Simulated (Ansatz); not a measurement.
# CH2F2 (difluoromethane): from total energies to a heat of formation

The species is CH2F2 (5 atoms), meant as a singlet with charge 0. As SMILES, `FCF`. The shape is that of a PBE0-D4/def2-TZVP optimisation.

```xyz
5

F    -1.0733    0.1912    0.6983
C     0.0101   -0.0169   -0.0823
F     1.0905   -0.1792    0.7132
H    -0.1427   -0.9329   -0.6595
H     0.1653    0.8642   -0.7111
```

Total energies at CCSD/aug-cc-pVDZ, 3 core orbitals frozen (Ansatz 0.2.0); the atoms run unrestricted:

| species | state | energy (Eh) |
| --- | --- | --- |
| CH2F2 | singlet | -238.500397 |
| F | doublet | -99.547749 |
| C | triplet | -37.763605 |
| H | doublet | -0.499334 |

Harmonic wavenumbers at PBE0-D4/def2-TZVP, in cm⁻¹: 536, 1124, 1143, 1189, 1276, 1462, 1531, 3059, 3130.

Measured heats of formation of the gaseous atoms at 298.15 K, in kJ/mol: F 79.4, C 716.9, H 218.0. Spin-orbit lowering of the atoms at 298 K (mean of the ground term's levels less their thermal mean, from spectra), in kJ/mol: F 1.29, C 0.02. Take 1 Eh = 2625.50 kJ/mol, 1 cm⁻¹ = 0.0119627 kJ/mol, RT = 2.479 kJ/mol.

What heat of formation follows?


1. Electronic atomisation energy: 2 × (-99.547749) + (-37.763605) + 2 × (-0.499334) − (-238.500397) = 0.642626 Eh = 1687.2 kJ/mol.
2. Zero-point energy: half the sum of the wavenumbers, 7225 cm⁻¹ = 86.4 kJ/mol.
3. Thermal vibrational enthalpy, Σ hcν̃/(exp(hcν̃/kT) − 1): 0.7 kJ/mol. Translation, rotation and pV of a non-linear molecule: 4 RT = 9.9 kJ/mol.
4. The 5 free atoms carry 5/2 RT each: 31.0 kJ/mol.
5. Spin-orbit coupling lowers the free atoms by 2 × 1.29 + 0.02 = 2.6 kJ/mol.
6. Atomisation enthalpy at 298 K: 1687.2 − 2.6 − 86.4 − 0.7 − 9.9 + 31.0 = 1618.6 kJ/mol.
7. Sum of the atoms' heats of formation: 1311.7 kJ/mol. Heat of formation: 1311.7 − 1618.6 = -306.9 kJ/mol.

The tabulated value is -451.0 kJ/mol (Active Thermochemical Tables), so this level is off by +144.1 kJ/mol, or 8.2 % of the atomisation enthalpy. Coupled cluster needs large bases for atomisation: in a finite one the molecule is underbound. Anharmonicity and any spin-orbit splitting of the molecule are left out, and so is core correlation.
